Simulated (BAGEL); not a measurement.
# doublet C2H2O+ at 5 levels

Aim: a comparison of 5 runs (UHF/3-21G, ROHF/6-31G*, UHF/6-31G*, ROHF/aug-cc-pVDZ, UHF/aug-cc-pVDZ) of doublet C2H2O+. 

The calculation is run with BAGEL 1.2.2.

10 further runs of the same task are left out: 1 that didn't finish, 9 set aside as unsound or not needed.

### Step 1. Starting point

C2H2O+ has 5 atoms, charge +1, and is taken as a doublet. SMILES of the parent species: `C=C=O`. The coordinates come from a PBE0-D4/def2-TZVP relaxation. That shape belongs to the parent species and isn't relaxed for this state.

Bond lengths: C1–C2 1.307 Å, C2–O3 1.156 Å, C1–H4 1.080 Å, C1–H5 1.080 Å. Angles: C1–C2–O3 180.0°, C2–C1–H4 119.5°, C2–C1–H5 119.5°, H4–C1–H5 121.1°.

### Step 2. A single-point energy at UHF/3-21G (density fitting with qzvpp-jkfit) (run 1)

The input, hf.json:

```json
{ "bagel" : [

{
  "title" : "molecule",
  "basis" : "3-21g",
  "df_basis" : "qzvpp-jkfit",
  "angstrom" : true,
  "geometry" : [
    { "atom" : "C", "xyz" : [      -0.361800,       0.279000,      -0.270700 ] },
    { "atom" : "C", "xyz" : [       0.535300,      -0.429800,       0.362500 ] },
    { "atom" : "O", "xyz" : [       1.329000,      -1.057000,       0.922700 ] },
    { "atom" : "H", "xyz" : [      -1.204100,      -0.217300,      -0.729100 ] },
    { "atom" : "H", "xyz" : [      -0.248500,       1.351400,      -0.326800 ] }
  ]
},

{
  "title" : "uhf",
  "charge" : 1,
  "nopen" : 1
},

{
  "title" : "print",
  "file" : "orbitals.molden",
  "orbitals" : true
}

]}
```

Launch:

```bash
BAGEL_NUM_THREADS=1 BAGEL hf.json > hf.out
```

The program printed:

```text
* using 1 threads per process

  ===============================================================
  ===============================================================

  *** Geometry ***

  { "atom" : "C", "xyz" : [     -0.683703,      0.527234,     -0.511549 ] },
  { "atom" : "C", "xyz" : [      1.011570,     -0.812204,      0.685026 ] },
  { "atom" : "O", "xyz" : [      2.511446,     -1.997441,      1.743650 ] },
  { "atom" : "H", "xyz" : [     -2.275419,     -0.410637,     -1.377799 ] },
  { "atom" : "H", "xyz" : [     -0.469597,      2.553776,     -0.617562 ] },

  Number of auxiliary basis functions:      263

  Since a DF basis is specified, we compute 2- and 3-index integrals:
    o Being stored without compression. Storage requirement is 0.002 GB

  Number of basis functions:       31
  Number of electrons      :       22

    * METHOD: MOLECULE                             0.10

  *** Open-shell HF ***

  === Nuclear Repulsion ===
    58.7894940116

      * DIIS with orbital gradients will be used.

  === UHF iteration (3-21g) ===
      0       -150.43036023          0.07520234           0.01
      1       -150.46355466          0.08113685           0.01
      2       -150.47438750          0.07625571           0.01
      3       -150.55939093          0.00191883           0.01
      4       -150.56047776          0.00134530           0.01
      5       -150.56119536          0.00123896           0.01
      6       -150.56200682          0.00113034           0.01
      7       -150.56342365          0.00072219           0.01
      8       -150.56379816          0.00028054           0.01
      9       -150.56380217          0.00006613           0.02
     10       -150.56381330          0.00003641           0.02
     11       -150.56381447          0.00001630           0.02
     12       -150.56381689          0.00001343           0.02
     13       -150.56381962          0.00000762           0.02
     14       -150.56382115          0.00000233           0.02
     15       -150.56382126          0.00000162           0.02
     16       -150.56382129          0.00000123           0.02
     17       -150.56382131          0.00000043           0.02
     18       -150.56382131          0.00000020           0.02
     19       -150.56382131          0.00000012           0.02
     20       -150.56382131          0.00000007           0.02
     21       -150.56382131          0.00000004           0.02
     22       -150.56382131          0.00000002           0.02
     23       -150.56382131          0.00000001           0.02
     24       -150.56382131          0.00000001           0.02
    * SCF iteration converged.

    * S^2 (UHF) is 0.8637

    * Permanent dipole moment:
           (    0.936030,    -0.739678,     0.660649) a.u.

    * METHOD: UHF                                  0.46

    * METHOD: PRINT                                0.00

  ===============================================================
```

Wall time 0.91 s (1 thread of Intel Xeon Platinum 8259CL at 2.50GHz (Skylake/Cascade Lake), shared host).

### Step 3. The energy at ROHF/6-31G(d) (density fitting with qzvpp-jkfit, spherical functions) (run 2)

The input, job.json:

```json
{ "bagel" : [

{
  "title" : "molecule",
  "basis" : "6-31gs.json",
  "df_basis" : "qzvpp-jkfit",
  "angstrom" : "true",
  "geometry" : [
    { "atom" : "C", "xyz" : [      -0.361800,       0.279000,      -0.270700 ] },
    { "atom" : "C", "xyz" : [       0.535300,      -0.429800,       0.362500 ] },
    { "atom" : "O", "xyz" : [       1.329000,      -1.057000,       0.922700 ] },
    { "atom" : "H", "xyz" : [      -1.204100,      -0.217300,      -0.729100 ] },
    { "atom" : "H", "xyz" : [      -0.248500,       1.351400,      -0.326800 ] }
  ]
},

{
  "title" : "rohf",
  "charge" : 1,
  "nopen" : 1
},

{
  "title" : "print",
  "file" : "orbitals.molden",
  "orbitals" : "true"
}

]}
```

The basis set 6-31G* is read from a file made from the Basis Set Exchange's data (not shown).

Launch:

```bash
BAGEL_NUM_THREADS=1 BAGEL job.json > job.out
```

The program printed:

```text
* using 1 threads per process

  ===============================================================
  ===============================================================

  *** Geometry ***

  { "atom" : "C", "xyz" : [     -0.683703,      0.527234,     -0.511549 ] },
  { "atom" : "C", "xyz" : [      1.011570,     -0.812204,      0.685026 ] },
  { "atom" : "O", "xyz" : [      2.511446,     -1.997441,      1.743650 ] },
  { "atom" : "H", "xyz" : [     -2.275419,     -0.410637,     -1.377799 ] },
  { "atom" : "H", "xyz" : [     -0.469597,      2.553776,     -0.617562 ] },

  Number of auxiliary basis functions:      263

  Since a DF basis is specified, we compute 2- and 3-index integrals:
    o Being stored without compression. Storage requirement is 0.004 GB

  Number of basis functions:       46
  Number of electrons      :       22

    * METHOD: MOLECULE                             0.10

  *** Open-shell HF ***

  === Nuclear Repulsion ===
    58.7894940116

      * DIIS with orbital gradients will be used.

  === ROHF iteration (6-31gs.json) ===
      0       -151.24315509          0.06540867           0.03
      1       -151.27115629          0.06681584           0.02
      2       -151.28839046          0.06007179           0.02
      3       -151.40327157          0.00214399           0.02
      4       -151.40328885          0.00063718           0.02
      5       -151.40336664          0.00033728           0.02
      6       -151.40339574          0.00018836           0.02
      7       -151.40340946          0.00005406           0.02
      8       -151.40342504          0.00001464           0.02
      9       -151.40342926          0.00000691           0.03
     10       -151.40342879          0.00000318           0.03
     11       -151.40342871          0.00000077           0.03
     12       -151.40342870          0.00000040           0.03
     13       -151.40342870          0.00000014           0.02
     14       -151.40342870          0.00000007           0.02
     15       -151.40342870          0.00000003           0.02
     16       -151.40342870          0.00000001           0.03
     17       -151.40342870          0.00000001           0.03
    * SCF iteration converged.

    * S^2 (ROHF) is 0.7500

    * Permanent dipole moment:
           (    1.066811,    -0.843017,     0.752955) a.u.

    * METHOD: ROHF                                 0.57

    * METHOD: PRINT                                0.00

  ===============================================================
```

It took 0.99 s on 1 thread of Intel Xeon Platinum 8259CL at 2.50GHz (Skylake/Cascade Lake), shared host.

Runs 3 to 4 aren't shown in full; the table further down has their settings and results.

### Step 4. The energy at UHF/aug-cc-pVDZ (density fitting with qzvpp-jkfit) (run 5)

The input, job.json:

```json
{ "bagel" : [

{
  "title" : "molecule",
  "basis" : "aug-cc-pvdz.json",
  "df_basis" : "qzvpp-jkfit",
  "angstrom" : true,
  "geometry" : [
    { "atom" : "C", "xyz" : [   -0.361800,    0.279000,   -0.270700 ] },
    { "atom" : "C", "xyz" : [    0.535300,   -0.429800,    0.362500 ] },
    { "atom" : "O", "xyz" : [    1.329000,   -1.057000,    0.922700 ] },
    { "atom" : "H", "xyz" : [   -1.204100,   -0.217300,   -0.729100 ] },
    { "atom" : "H", "xyz" : [   -0.248500,    1.351400,   -0.326800 ] }
  ]
},
{ "title" : "uhf", "charge" : 1, "nopen" : 1 },
{ "title" : "print", "file" : "orbitals.molden", "orbitals" : true }

]}
```

The basis set aug-cc-pVDZ is read from a file made from the Basis Set Exchange's data (not shown).

Launch:

```bash
BAGEL_NUM_THREADS=1 BAGEL job.json > job.out
```

The program printed:

```text
* using 1 threads per process

  ===============================================================
  ===============================================================

  *** Geometry ***

  { "atom" : "C", "xyz" : [     -0.683703,      0.527234,     -0.511549 ] },
  { "atom" : "C", "xyz" : [      1.011570,     -0.812204,      0.685026 ] },
  { "atom" : "O", "xyz" : [      2.511446,     -1.997441,      1.743650 ] },
  { "atom" : "H", "xyz" : [     -2.275419,     -0.410637,     -1.377799 ] },
  { "atom" : "H", "xyz" : [     -0.469597,      2.553776,     -0.617562 ] },

  Number of auxiliary basis functions:      263

  Since a DF basis is specified, we compute 2- and 3-index integrals:
    o Being stored without compression. Storage requirement is 0.016 GB

  Number of basis functions:       87
  Number of electrons      :       22

    * METHOD: MOLECULE                             0.17

  *** Open-shell HF ***

  === Nuclear Repulsion ===
    58.7894940116

      * DIIS with orbital gradients will be used.

  === UHF iteration (aug-cc-pvdz.json) ===
      0       -151.31096115          0.03007271           0.08
      1       -151.36947852          0.02544253           0.08
      2       -151.38180198          0.02182299           0.08
      3       -151.43118644          0.00146386           0.08
      4       -151.43214455          0.00044697           0.08
      5       -151.43244786          0.00037601           0.08
      6       -151.43277427          0.00035863           0.08
      7       -151.43315834          0.00030897           0.08
      8       -151.43372487          0.00015967           0.06
      9       -151.43376197          0.00007748           0.07
     10       -151.43376835          0.00001379           0.06
     11       -151.43376872          0.00000361           0.08
     12       -151.43376920          0.00000223           0.08
     13       -151.43376938          0.00000186           0.06
     14       -151.43376948          0.00000174           0.06
     15       -151.43376969          0.00000151           0.06
     16       -151.43377013          0.00000041           0.06
     17       -151.43377013          0.00000013           0.05
     18       -151.43377013          0.00000004           0.05
     19       -151.43377013          0.00000002           0.05
     20       -151.43377013          0.00000001           0.07
    * SCF iteration converged.

    * S^2 (UHF) is 0.8350

    * Permanent dipole moment:
           (    0.964207,    -0.761935,     0.680541) a.u.

    * METHOD: UHF                                  1.65

    * METHOD: PRINT                                0.01

  ===============================================================
```

Run time: 2.2 s. Hardware: 1 thread of Intel Xeon Platinum 8259CL at 2.50GHz (Skylake/Cascade Lake), shared host.

### Step 5. The series

```tsv
run	level	energy (Eh)	⟨S²⟩	wall time
1	UHF/3-21G (density fitting with qzvpp-jkfit)	-150.563821	0.864	0.91 s
2	ROHF/6-31G* (density fitting with qzvpp-jkfit, spherical functions)	-151.403429	0.750	0.99 s
3	UHF/6-31G* (density fitting with qzvpp-jkfit, spherical functions)	-151.412458	0.837	1.3 s
4	ROHF/aug-cc-pVDZ (density fitting with qzvpp-jkfit)	-151.424704	0.750	1.9 s
5	UHF/aug-cc-pVDZ (density fitting with qzvpp-jkfit)	-151.433770	0.835	2.2 s
```

### Step 6. Results

| quantity | value |
| --- | --- |
| run 5: total energy | -151.43377 Eh |
| run 5: ⟨S²⟩ | 0.835 |

What this shows: Spin contamination of the reference: run 1 ⟨S²⟩ = 0.86. All runs together took 7.3 s, the longest 2.2 s.
